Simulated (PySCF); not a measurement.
# C4H4S: calculation against experiment

**The experiment to reproduce.**

NIST CCCBDB Release 22 (SRD 101), experimental dipoles lists, for the gas: dipole moment (dielectric constant against temperature) 0.55 D.

How close the calculation comes is told at the end.

C4H4S.
SMILES with atom numbers: `[cH:1]1[cH:2][cH:3][s:4][cH:5]1` (hydrogens: H6 on C1; H7 on C2; H8 on C3; H9 on C5)

Structure used (GFN2-xTB), in Å, numbered top down from 1:
```
atom  x, y, z in Å
C1    -0.7452   -0.6546   -0.0129
C2     0.6669   -0.7366   -0.0137
C3     1.2574    0.4839    0.0046
S4     0.1036    1.7586    0.0227
C5    -1.1899    0.6262    0.0062
H6    -1.3933   -1.5125   -0.0252
H7     1.2119   -1.6635   -0.0273
H8     2.3025    0.7216    0.0091
H9    -2.2004    0.9828    0.0113
```

The PySCF runs (gas phase, on this GFN2-xTB geometry; no spin–orbit coupling):

| level | job | basis functions | wall time |
| --- | --- | --- | --- |
| PBE0/pcSseg-1 | shieldings, ring-centre shieldings, charges and field gradients, density and orbital grids written | 112 | 8.9 s |

Hardware: an Intel Xeon at 2.30 GHz with one thread, on a shared host.

**Comparison with experiment**

**Dipole moment.** Measured: 0.55 D (NIST CCCBDB Release 22 (SRD 101), experimental dipoles).

```csv
level,computed (D),computed − measured (D),% (from the printed values)
PBE0/pcSseg-1,0.52,-0.03,-5
```

The computed dipoles belong to one fixed geometry; measured ones are averaged over vibrations unless marked μe. Magnitudes are compared, not signs.

No measured geometry was used, and the causes of the misses weren't examined.
